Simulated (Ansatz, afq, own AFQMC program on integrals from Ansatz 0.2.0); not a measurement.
**H₂OF (doublet): AFQMC on the coupled-cluster ladder at distance O1–H3 along a hydrogen transfer = 1.059 Å, cc-pVTZ**

How near does AFQMC come to the top of the ladder for H₂OF (doublet)?

Method: cc-pVTZ, frozen cores; program: Ansatz 0.2.0, Gaussian basis, and an in-house AFQMC program (afq) on its integrals; all values are calculated.

To be run: CCSD(T) on UHF; PBE (unrestricted); r2SCAN (unrestricted); PBE0 (unrestricted); B3LYP (unrestricted); wB97M-V (unrestricted); B2PLYP (unrestricted); Phaseless AFQMC, CISD trial on UHF.

### 1 What is computed

The geometry derives from fragments relaxed apart (PBE0/def2-TZVP) and kept rigid, so it is no stationary point. A hydrogen atom is moved between rigid fragments.

4 atoms, charge 0, spin multiplicity 2.

Atoms are counted from 1 here; the program's logs count them from 0.

Bond lengths: O1–H2 0.960 Å, O1–H3 1.059 Å, H3–F4 1.033 Å. Angles: H2–O1–H3 105.1°, O1–H3–F4 180.0°.

### 2 CCSD(T) on UHF

File in.yaml:

```yaml
crystal:
  periodic: [false, false, false]
  atoms:
    - {symbol: O, position_ang: [-1.095832, -0.025232, 0.000000]}
    - {symbol: H, position_ang: [-1.345142, 0.901344, 0.000000]}
    - {symbol: H, position_ang: [-0.036832, -0.025232, 0.000000]}
    - {symbol: F, position_ang: [0.996168, -0.025232, 0.000000]}
basis:
  gaussian: {orbitals: cc-pVTZ}
magnetization: {spin_polarized: true, initial_magnetization: 1}
correlation: {method: ccsd_t, electrons: outside_noble_gas, hamiltonian_folder: ham}
```

The run is started by

```bash
$ ansatz run in.yaml --threads 1 --pin off --events-out ev --progress --plain --max-ram 16896MiB --backend cuda --devices 0, --max-vram 18GiB
```

Output (excerpt; [...] marks lines left out):

```text
Functional definition: HF
  name "HF"
  cite "Fock, Z. Phys. 61, 126 (1930) doi:10.1007/BF01340294"
  parent pbe
[...]
538 factors; integrals over basis functions are off by at most 1.2e-3 eV
[...]
mean field -4773.54708052 eV, -175.4246195828 hartree, gradient 2.8e-6 eV, S^2 0.756349; 9 other end points of the search recorded, 0 dependent functions left out
determinant -4773.54708052 eV, -175.4246195828 hartree, with singles and doubles -4787.02495644 eV, -175.9199223871 hartree
determinant -4773.20109126 eV, -175.4119047120 hartree, with singles and doubles -4787.09862135 eV, -175.9226295228 hartree
determinant -4771.77137010 eV, -175.3593634283 hartree, with singles and doubles -4784.71583235 eV, -175.8350636418 hartree
determinant -4771.64957987 eV, -175.3548877199 hartree, with singles and doubles -4784.96900878 eV, -175.8443677041 hartree
determinant -4773.54708052 eV, -175.4246195828 hartree, with singles and doubles -4787.03253150 eV, -175.9202007653 hartree
determinant -4773.20109126 eV, -175.4119047120 hartree, with singles and doubles -4787.09773642 eV, -175.9225970020 hartree
2 core orbitals not correlated: weight in the atoms' cores, before any rotation towards them, 1.000 or more for the frozen orbitals, at most 0.000 for the correlated occupied ones
reference -4773.20109126 eV, -175.4119047120 hartree; 8, 7 occupied and 78, 79 virtual orbitals, 538 factors
second order -13.51072885 eV of doubles, -0.00000000 eV of singles
cycle   1  -13.89664546 eV  change   -3.0e-7 eV  update   1.7e-6
perturbative correction -0.40782523 eV, -0.0149873006 hartree
Total energy: -4787.50556195 eV, -175.9375843137 hartree
```

It took 5.5 s on 1 × NVIDIA H100 80GB HBM3 with 1 thread of AMD EPYC 7R13 (Zen 3), shared host; peak host memory 1.8 GiB.

From the report: ⟨S²⟩ of the determinant 0.779 (pure doublet: 0.75); correlation -14.3045 eV; T1 0.019; largest double amplitude 0.05.

This run also writes the integrals to the folder ham.

### 3 PBE (unrestricted)

in.yaml, as its differences from that of step 2:

```diff
@@ -10,2 +10,3 @@
 magnetization: {spin_polarized: true, initial_magnetization: 1}
-correlation: {method: ccsd_t, electrons: outside_noble_gas, hamiltonian_folder: ham}
+hamiltonian: {xc: {name: PBE}}
+output: {orbitals: {seedname: orbitals}}
```

The run is started by

```bash
$ ansatz run in.yaml --threads 1 --pin off --events-out ev --progress --plain --max-ram 5632MiB --backend cpu
```

Output (excerpt; [...] marks lines left out):

```text
Functional definition: PBE
  name "PBE"
  cite "Perdew, Burke & Ernzerhof, Phys. Rev. Lett. 77, 3865 (1996) doi:10.1103/PhysRevLett.77.3865"
  parent pbe
[...]
433 factors; their error is unknown
[...]
mean field -4790.57524042 eV, -176.0503929171 hartree, gradient 3.5e-6 eV, S^2 0.752368; 15 other end points of the search recorded, 0 dependent functions left out
reference -4790.57525581 eV, -176.0503934826 hartree; 10, 9 occupied and 78, 79 virtual orbitals, 433 factors
Total energy: -4790.57525581 eV, -176.0503934826 hartree
```

It took 8 s on 1 thread of AMD EPYC 7R13 (Zen 3), shared host; peak memory 1.8 GiB.

From the report: ⟨S²⟩ of the determinant 0.752 (pure doublet: 0.75).

### 4 r2SCAN (unrestricted)

in.yaml, as its differences from that of step 3:

```diff
@@ -10,3 +10,2 @@
 magnetization: {spin_polarized: true, initial_magnetization: 1}
-hamiltonian: {xc: {name: PBE}}
-output: {orbitals: {seedname: orbitals}}
+hamiltonian: {xc: {name: r2SCAN}}
```

Launched as before.

Output (excerpt; [...] marks lines left out):

```text
Functional definition: r2SCAN
  name "r2SCAN"
  cite "Furness, Kaplan, Ning, Perdew & Sun, J. Phys. Chem. Lett. 11, 8208 (2020) doi:10.1021/acs.jpclett.0c02405"
  cite "Furness, Kaplan, Ning, Perdew & Sun, J. Phys. Chem. Lett. 11, 9248 (2020) doi:10.1021/acs.jpclett.0c03077"
  parent r2scan
[...]
433 factors; their error is unknown
[...]
mean field -4793.18901927 eV, -176.1464475178 hartree, gradient 7.7e-6 eV, S^2 0.755684; 7 other end points of the search recorded, 0 dependent functions left out
reference -4793.18902371 eV, -176.1464476812 hartree; 10, 9 occupied and 78, 79 virtual orbitals, 433 factors
Total energy: -4793.18902371 eV, -176.1464476812 hartree
```

Wall time 13 s (1 thread of AMD EPYC 7R13 (Zen 3), shared host); peak memory 1.8 GiB.

From the report: ⟨S²⟩ of the determinant 0.756 (pure doublet: 0.75).

### 5 PBE0 (unrestricted)

in.yaml, as its differences from that of step 4:

```diff
@@ -10,2 +10,3 @@
 magnetization: {spin_polarized: true, initial_magnetization: 1}
-hamiltonian: {xc: {name: r2SCAN}}
+hamiltonian: {xc: {name: PBE0}}
+output: {orbitals: {seedname: orbitals}}
```

Launched as before.

Output:

```text
Functional definition: PBE0
  name "PBE0"
  cite "Adamo & Barone, J. Chem. Phys. 110, 6158 (1999) doi:10.1063/1.478522"
  cite "Perdew, Burke & Ernzerhof, Phys. Rev. Lett. 77, 3865 (1996) doi:10.1103/PhysRevLett.77.3865"
  parent pbe
  parameter a = 0.25
  parameter kappa = 0.804
  parameter beta = 0.06672455060314922
  exchange = (1 - a)*pbe_x(kappa = kappa, mu = beta*pi^2/3) + a*exact_x
  correlation = pbe_c(beta = beta)
433 factors; their error is unknown
mean field evaluation 1: about -4788.3387 eV, gradient 2.6e1 eV
mean field evaluation 2: about -4787.8145 eV, gradient 3.0e1 eV
mean field evaluation 4: about -4790.2128 eV, gradient 9.6e-1 eV
mean field evaluation 8: about -4790.2202 eV, gradient 1.8e-1 eV
mean field evaluation 16: about -4790.2374 eV, gradient 1.1e0 eV
mean field evaluation 32: about -4790.3826 eV, gradient 4.7e-5 eV
mean field -4790.38261601 eV, -176.0433141004 hartree, gradient 3.3e-6 eV, S^2 0.756824; 2 other end points of the search recorded, 0 dependent functions left out
reference -4790.38262655 eV, -176.0433144879 hartree; 10, 9 occupied and 78, 79 virtual orbitals, 433 factors
Total energy: -4790.38262655 eV, -176.0433144879 hartree
```

Wall time 4.2 s (1 thread of AMD EPYC 7R13 (Zen 3), shared host); peak memory 1.8 GiB.

From the report: ⟨S²⟩ of the determinant 0.757 (pure doublet: 0.75).

### 6 B3LYP (unrestricted)

in.yaml, as its differences from that of step 5:

```diff
@@ -10,3 +10,2 @@
 magnetization: {spin_polarized: true, initial_magnetization: 1}
-hamiltonian: {xc: {name: PBE0}}
-output: {orbitals: {seedname: orbitals}}
+hamiltonian: {xc: {name: B3LYP}}
```

The command is unchanged.

Output (excerpt; [...] marks lines left out):

```text
Functional definition: B3LYP
  name "B3LYP"
  cite "Stephens, Devlin, Chabalowski & Frisch, J. Phys. Chem. 98, 11623 (1994) doi:10.1021/j100096a001"
  cite "Becke, Phys. Rev. A 38, 3098 (1988) doi:10.1103/PhysRevA.38.3098"
  cite "Lee, Yang & Parr, Phys. Rev. B 37, 785 (1988) doi:10.1103/PhysRevB.37.785"
  cite "Vosko, Wilk & Nusair, Can. J. Phys. 58, 1200 (1980) doi:10.1139/p80-159"
[...]
433 factors; their error is unknown
[...]
mean field -4795.31727053 eV, -176.2246593091 hartree, gradient 7.8e-6 eV, S^2 0.755570; 2 other end points of the search recorded, 0 dependent functions left out
reference -4795.31738697 eV, -176.2246635884 hartree; 10, 9 occupied and 78, 79 virtual orbitals, 433 factors
Total energy: -4795.31738697 eV, -176.2246635884 hartree
```

Wall time 4.6 s (1 thread of AMD EPYC 7R13 (Zen 3), shared host); peak memory 1.8 GiB.

From the report: ⟨S²⟩ of the determinant 0.756 (pure doublet: 0.75).

### 7 wB97M-V (unrestricted)

in.yaml, as its differences from that of step 6:

```diff
@@ -10,2 +10,3 @@
 magnetization: {spin_polarized: true, initial_magnetization: 1}
-hamiltonian: {xc: {name: B3LYP}}
+hamiltonian: {xc: {name: wB97M-V}}
+output: {orbitals: {seedname: orbitals}}
```

Same command.

Output (excerpt; [...] marks lines left out):

```text
Functional definition: wB97M-V
  name "wB97M-V"
  cite "Mardirossian & Head-Gordon, J. Chem. Phys. 144, 214110 (2016) doi:10.1063/1.4952647"
  cite "Becke, J. Chem. Phys. 107, 8554 (1997) doi:10.1063/1.475007"
  cite "Vydrov & Van Voorhis, J. Chem. Phys. 133, 244103 (2010) doi:10.1063/1.3521275"
  # Of w^i u^j: cxij and so on, Table III.
[...]
  gx(w, u) = 1 - cx + cx01*u + cx10*w
  gss(w, u) = css00 + css04*u^4 + css10*w + css20*w^2 + css43*w^4*u^3
  gos(w, u) = cos00 + cos10*w + (cos20 + cos21*u)*w^2 + (cos60 + cos61*u)*w^6
[...]
      + integral(e_c_pw_mod_opposite_spin*gos(b97_w_opposite, b97_u_opposite)) + vv10(b, c)
433 factors; their error is unknown
96 factors; integrals over basis functions are off by at most 1.0e-5 eV
[...]
mean field -4793.49683642 eV, -176.1577595897 hartree, gradient 3.3e-6 eV, S^2 0.756189; 1 other end points of the search recorded, 0 dependent functions left out
reference -4793.49685499 eV, -176.1577602720 hartree; 10, 9 occupied and 78, 79 virtual orbitals, 433 factors
Total energy: -4793.49685499 eV, -176.1577602720 hartree
```

Run time: 8.5 s. Hardware: 1 thread of AMD EPYC 7R13 (Zen 3), shared host; peak memory 1.8 GiB.

From the report: ⟨S²⟩ of the determinant 0.756 (pure doublet: 0.75).

### 8 B2PLYP (unrestricted)

in.yaml, as its differences from that of step 7:

```diff
@@ -10,3 +10,3 @@
 magnetization: {spin_polarized: true, initial_magnetization: 1}
-hamiltonian: {xc: {name: wB97M-V}}
-output: {orbitals: {seedname: orbitals}}
+hamiltonian: {xc: {name: B2PLYP}}
+correlation: {electrons: outside_noble_gas}
```

Same command.

Output (excerpt; [...] marks lines left out):

```text
Functional definition: B2PLYP
  name "B2PLYP"
  cite "Grimme, J. Chem. Phys. 124, 034108 (2006) doi:10.1063/1.2148954"
  cite "Becke, Phys. Rev. A 38, 3098 (1988) doi:10.1103/PhysRevA.38.3098"
  cite "Lee, Yang & Parr, Phys. Rev. B 37, 785 (1988) doi:10.1103/PhysRevB.37.785"
[...]
538 factors; integrals over basis functions are off by at most 1.2e-3 eV
[...]
mean field -4787.92381378 eV, -175.9529547850 hartree, gradient 1.8e-6 eV, S^2 0.764234; 3 other end points of the search recorded, 0 dependent functions left out
2 core orbitals not correlated: weight in the atoms' cores, before any rotation towards them, 1.000 or more for the frozen orbitals, at most 0.000 for the correlated occupied ones
reference -4787.92388557 eV, -175.9529574233 hartree; 8, 7 occupied and 78, 79 virtual orbitals, 538 factors
second order -16.16200169 eV of doubles, -0.00000000 eV of singles
Total energy: -4792.28762602 eV, -176.1133219272 hartree
```

Wall time 6 s (1 thread of AMD EPYC 7R13 (Zen 3), shared host); peak memory 1.8 GiB.

From the report: ⟨S²⟩ of the determinant 0.764 (pure doublet: 0.75).

### 9 Phaseless AFQMC, CISD trial on UHF

It reads the integrals that the CCSD(T) run on this determinant wrote.

The run is started by

```bash
$ afq ham --method phaseless --trial cisd --walkers 1400 --populations 20 --least-time 60 --time-step 0.005 --steps-per-block 50 --equilibration-blocks 28 --max-blocks 4000 --target-error 0.00023 --factor-cut 1e-05 --start spin_pure --seed 5650 --release-times 0.24,0.51,0.99,1.5 --release-step 0.03 --release-every 4 --taylor-order 6
```

Output:

```text
orbitals 86  electrons 8 7  factors 537 of 538
reference energy -175.41190471 Eh
CCSD correlation -0.51069230 Eh in 17 cycles, weight of the determinant in the CISD state 0.8902
energy of the start -175.920236 Eh
 block  time / (1/Eh)  mean weight  energy / Eh
     1     0.250  1.0005  -175.921600
     2     0.500  1.0007  -175.928713
     3     0.750  1.0002  -175.933059
     4     1.000  0.9995  -175.935261
     5     1.250  0.9994  -175.935748
     6     1.500  1.0003  -175.935563
     7     1.750  1.0004  -175.938034
     8     2.000  1.0006  -175.936220
     9     2.250  1.0010  -175.938614
    10     2.500  1.0017  -175.937628
    13     3.250  1.0002  -175.940337
    17     4.250  1.0009  -175.939535
    21     5.250  0.9999  -175.940415
    25     6.250  1.0005  -175.939242
    29     7.250  1.0002  -175.938946
    33     8.250  1.0012  -175.937383
    37     9.250  0.9995  -175.938247
    41    10.250  1.0014  -175.937200
    45    11.250  0.9995  -175.938671
    49    12.250  1.0014  -175.936359
    53    13.250  1.0001  -175.936256
    57    14.250  1.0005  -175.938458
    61    15.250  1.0003  -175.938015
    65    16.250  0.9998  -175.939250
    69    17.250  0.9993  -175.933491
    73    18.250  1.0007  -175.934919
    77    19.250  0.9991  -175.937550
    81    20.250  0.9998  -175.936300
    85    21.250  0.9992  -175.936959
    89    22.250  1.0011  -175.936392
    93    23.250  0.9998  -175.934966
    97    24.250  1.0004  -175.934860
   101    25.250  0.9992  -175.939964
   105    26.250  1.0010  -175.939790
   109    27.250  1.0000  -175.935797
   113    28.250  1.0009  -175.936107
   117    29.250  0.9987  -175.937688
   121    30.250  1.0003  -175.935628
   125    31.250  0.9992  -175.936888
   129    32.250  1.0005  -175.935548
   133    33.250  0.9991  -175.942363
   137    34.250  1.0005  -175.937223
   141    35.250  1.0006  -175.936197
   145    36.250  0.9999  -175.939023
   149    37.250  0.9995  -175.940575
   153    38.250  1.0009  -175.938628
   157    39.250  1.0001  -175.936237
   161    40.250  0.9997  -175.937515
   165    41.250  1.0004  -175.937959
   169    42.250  1.0005  -175.939723
   173    43.250  0.9999  -175.940361
   177    44.250  0.9980  -175.936099
   181    45.250  1.0013  -175.936711
   185    46.250  1.0005  -175.936390
   189    47.250  1.0002  -175.937426
   193    48.250  0.9991  -175.936702
   197    49.250  0.9996  -175.937570
error from the spread of 20 populations
released: time / (1/Eh)  energy / Eh  error  mean overlap
  0.24  -175.938090  0.000200  0.9911
  0.51  -175.938529  0.000206  0.9831
  0.99  -175.938475  0.000317  0.9796
  1.50  -175.934961  0.003549  0.9660
energy -175.937394 +/- 0.000162 Eh
```

Run time: 2.1 min. Hardware: 1 × NVIDIA H100 80GB HBM3 with 2 threads of AMD EPYC 7R13 (Zen 3), shared host; peak host memory 1.8 GiB.

Energy -4787.5004 ± 0.0044 eV. Caveats: constraint bias not in the error.

### 10 AFQMC on the ladder

On the UHF determinant, counted from CCSD(T) (a yardstick, not exact):

```
                                                level  energy (eV)  from CCSD(T) (kcal/mol)  statistical error (kcal/mol)     time
                                                   HF   -4773.2011                  +329.87                                       
                                                  MP2   -4786.7118                   +18.30                                       
                                                 CCSD   -4787.0977                    +9.40                                       
                                              CCSD(T)   -4787.5056                     0.00                                       
Phaseless AFQMC, CISD trial, step 0.005, 1400 walkers   -4787.5004                    +0.12                          0.10  2.1 min
```

The functionals' totals stand on their own zeros and serve differences with other points: PBE -4790.575 eV; r2SCAN -4793.189 eV; PBE0 -4790.383 eV; B3LYP -4795.317 eV; wB97M-V -4793.497 eV; B2PLYP -4792.288 eV.

### 11 Results

| quantity | value |
| --- | --- |
| Phaseless AFQMC, CISD trial on UHF from CCSD(T) | +0.12 ± 0.10 kcal/mol |

**Reading.** On UHF the phaseless walk with the CISD trial lies +0.12 kcal/mol from CCSD(T), within three error bars. Error bars are statistical and leave out the constraint, the time step and what remains of the start.
